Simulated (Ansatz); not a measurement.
C3H5NO (`OC1=CNC1`). Charge 0, multiplicity 1. All single points use the PBE0-D4/def2-TZVP geometry. It is one conformer, not always the lowest.

```xyz
10

O    -0.651   -0.340    1.909
C    -0.125   -0.231    0.673
C     1.026   -0.613    0.114
N     0.886    0.222   -1.054
C    -0.443    0.636   -0.515
H    -1.600   -0.204    1.862
H     1.889   -1.204    0.388
H     0.799   -0.307   -1.919
H    -0.492    1.711   -0.320
H    -1.289    0.331   -1.138
```

Q: What is the dipole moment at PBE/def2-TZVPP? (Estimate.)

A: Computed: 2.33 D, with components (-2.19, -0.26, -0.75) D in this frame, pointing from negative to positive charge.

Q: And with r2SCAN, B3LYP, ωB97M-V? (An estimate is asked.)

A: The calculation gave: r2SCAN 2.37 D, B3LYP 2.38 D, ωB97M-V 2.39 D.

Q: Give the Mulliken charges with PBE, ωB97M-V, B3LYP in def2-TZVPP. (An estimate is asked.)

A: The calculation gave: 
```tsv
atom	PBE	ωB97M-V	B3LYP
O1	-0.25	-0.28	-0.29
C2	0.07	0.07	0.07
C3	-0.14	-0.07	-0.09
N4	-0.20	-0.23	-0.26
C5	-0.08	-0.12	-0.06
H6	0.20	0.18	0.20
H7	0.10	0.12	0.13
H8	0.14	0.11	0.13
H9	0.08	0.11	0.09
H10	0.08	0.11	0.09
```

B3LYP here is the variant with VWN-RPA as its local correlation; programs differ in this.
